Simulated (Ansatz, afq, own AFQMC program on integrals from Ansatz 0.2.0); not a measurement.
Two steps: Ansatz 0.2.0 writes the Fock matrix and Cholesky factors of the valence space, and afq projects on them the lowest state that overlaps trial and start.

```yaml
crystal:
  periodic: [false, false, false]
  atoms:
    - {symbol: B, position_ang: [0.000000, 0.000000, 1.484785]}
    - {symbol: Al, position_ang: [0.000000, 0.000000, -0.755666]}
    - {symbol: H, position_ang: [0.000000, 1.004980, 2.151421]}
    - {symbol: H, position_ang: [0.000000, -1.004980, 2.151421]}
basis:
  gaussian: {orbitals: cc-pVTZ}
magnetization: {spin_polarized: false}
correlation: {method: ccsd_t, electrons: outside_noble_gas, hamiltonian_folder: ham}
```

```sh
$ ansatz run in.yaml --threads 1 --pin off --events-out ev --progress --plain --max-ram 16896MiB --backend cuda --devices 0, --max-vram 18GiB
```

Options of the walk:

```
--method free --trial cisd --walkers 2000 --time-step 0.03 --max-blocks 4000 --target-error 0.00034 --factor-cut 1e-05 --seed 2983 --times 0,0.3,0.6,1.2,1.8,2.4,3.6,4.8,6 --taylor-order 8
```

Times are imaginary, in 1/Eh. The walk had a cap of 122 s.

Output of the walk:

```
orbitals 86  electrons 4 4  factors 531 of 547
reference energy -267.69502140 Eh
CCSD correlation -0.18653925 Eh in 12 cycles, weight of the determinant in the CISD state 0.8671
repeat  energy at the last time / Eh  error
    10  -267.888355  0.000202
    20  -267.888860  0.000316
    30  -267.888732  0.000252
time / (1/Eh)  energy / Eh  error  mean overlap
  0.00  -267.881496  0.000051  1.1531
  0.30  -267.884826  0.000049  1.1519
  0.60  -267.886238  0.000057  1.1519
  1.20  -267.887295  0.000069  1.1559
  1.80  -267.887781  0.000078  1.1559
  2.40  -267.888060  0.000077  1.1479
  3.60  -267.887998  0.000094  1.1631
  4.80  -267.888335  0.000201  1.1646
  6.00  -267.888687  0.000247  1.1517
energy -267.888687 +/- 0.000247 Eh
```

The run failed at least one of its tests; the cautions name the faults.

Against this walk (error 6.7 meV) on the same determinant: CCSD(T) 42.9 meV higher, CCSDT(Q) 9.7 meV higher (within the noise). The error is statistical, and a free projection of finite length keeps a remainder of its start. The last points still move (meV from the last: 24.7 ± 2.1 at 1.80, 17.1 ± 2.1 at 2.40, 19 ± 3 at 3.60, 10 ± 5 at 4.80, 0 ± 7 at 6.00), but the last one has reached CCSDT(Q) within the noise or passed it, so little can be left to fall.

Cautions: remainder of the start not in the error; start not forgotten; higher spins were not checked; restricted determinant unstable towards unrestricted (UHF 204 meV lower, ⟨S²⟩ 0.69).

The walk took 48 s on 1 × NVIDIA H100 80GB HBM3 with 2 threads of AMD EPYC 7R13 Processor (Zen 3), with other jobs on the host (the card was shared). The log's last line is the free-projection energy.

CCSDT and higher add their correlation energy to the determinant of the CCSD(T) run, since their own runs factorise the integrals more tightly (a shift of under 2 meV). A walk keeps the symmetry of its determinant, which the program's search chose and which needn't be the lowest solution, so a lower state of the same spin and another symmetry isn't excluded.
